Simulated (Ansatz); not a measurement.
A structure of AlAs relaxed with PBEsol (plane waves to 420 eV, PAW, scalar-relativistic; Ansatz, an electronic-structure program); single points at other levels follow on the same geometry (Ansatz, PAW; HSE06 at 420 eV on a 6×6×6 k-mesh; no spin-orbit coupling). Space group F-43m (No. 216).

Space group F-43m (No. 216); a = b = c = 5.6744 Å, α = β = γ = 90.00°

```
atom  site  symmetry       x       y       z
----  ----  --------  ------  ------  ------
Al      4d      -43m  0.7500  0.7500  0.7500
As      4a      -43m  0.0000  0.0000  0.0000
```
(The calculation used a cell of 2 atoms; values per cell refer to that cell.)

```csv
level,gap (eV),kind,conduction minimum
PBEsol,1.34,indirect,X
HSE06,___,–,___
```

Question: Complete the blanks.

Answer: 
- HSE06, gap (eV): 2.09
- HSE06, conduction minimum: X

HSE06 gaps come from a coarse mesh plus a few chosen points, so they may be too large. No spin polarisation in the result.

Measured for AlAs: a 5.649 Å (static lattice; corrected from measurement; as listed in Daniel Mejia-Rodriguez, S. B. Trickey, Phys. Rev. B (2018)); gap 2.28 eV (static lattice; corrected from measurement; as listed in Wei Chen et al., Physical Review Materials (2018)). Computed minus measured — a: PBEsol +0.5 %; gap: PBEsol -0.94 eV, HSE06 -0.19 eV. The computed values are for a static lattice, and a measured gap can be an optical one, lowered by exciton binding.

The run could not lose the symmetry of its start.

All atoms sit on sites fixed by symmetry, so only the cell could relax.
